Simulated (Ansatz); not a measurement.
Band gap of some III–V compounds

Method: LDA+SOC (Ansatz, a first-principles code; the runs differ in potentials, basis or settings). References are measured gaps from which a computed or estimated zero-point shift was taken out, by their sources or here, so that they lie as a rule above the printed measurements.

Values in eV.

| solid | reference | LDA+SOC | error (eV) |
|---|---|---|---|
| zinc-blende GaP | 2.43 | 1.41 | -1.02 |
| zinc-blende GaSb | 0.84† | 0.00 | -0.84 |
| zinc-blende InP | 1.47 | 0.43 | -1.04 |
| zinc-blende BP | 2.2 (2.20–2.50) | 1.18 | -1.02 |
| wurtzite AlN | 6.51 | 4.22 | -2.29 |
| zinc-blende InSb | 0.26† | 0.00 | -0.26 |
| zinc-blende AlP | 2.54 | 1.45 | -1.09 |
| wurtzite GaN | 3.68 | 1.91 | -1.77 |
| zinc-blende GaAs | 1.57 | 0.17 | -1.40 |
| zinc-blende InAs | 0.44† | 0.00 | -0.44 |
| zinc-blende AlAs | 2.28 | 1.25 | -1.03 |

Over these 11 solids the mean error is -1.11 eV, the mean absolute error 1.11 eV (median 1.03 eV), and the worst case wurtzite AlN at -2.29 eV; the value is too low in 11 of 11 cases.

† marks references with one source in our tables, § those from which another value on file, of any temperature, differs by over 15 %.

Brackets give the range of our sources, which can hold other temperatures.

Differences are worked out from the printed values.

Density-functional gaps are differences of (generalised) Kohn–Sham levels of a static lattice; semilocal ones lie below quasiparticle gaps as a rule. Measured gaps hold zero-point and thermal shifts unless a correction is named.

Cells: LDA+SOC at the measured cell. Caveats: for solids of elements lighter than gallium the value without spin–orbit coupling stands in (zinc-blende BP, wurtzite AlN, zinc-blende AlP). Ansatz's density-functional and Hartree–Fock values are scalar-relativistic unless marked +SOC, with PAW data made under PBE.

A closed gap counts as zero, however far the bands overlap: LDA+SOC: zinc-blende GaSb, zinc-blende InSb, zinc-blende InAs.

Not in this set, of the III–V compounds with a reference value in our tables and a result at some level: 2 for a reference of another kind, counted apart (zinc-blende AlN, cubic BN); 1 for sources at odds (zinc-blende BAs); 1 for a doubt noted on the run at LDA+SOC (zinc-blende GaN). These can be a level's worst cases. At least 3 more with a reference value are held back for tests. Without +SOC, gaps count where the solid holds none of Ge, As, Se, Br, Sn, Sb, Te, I or the elements past barium, or holds Ge, As, Se or Br with a gap over 4 eV. Layered and molecular crystals are counted apart.

References as tabulated in, or derived from, Chen et al. (2018), doi:10.1103/physrevmaterials.2.073803; arXiv:2302.06325; X. Ren, F. Merz, H. Jiang et al., All-electron periodic G0W0 implementation …; Feneberg et al. (2010), doi:10.1103/physrevb.82.075208.
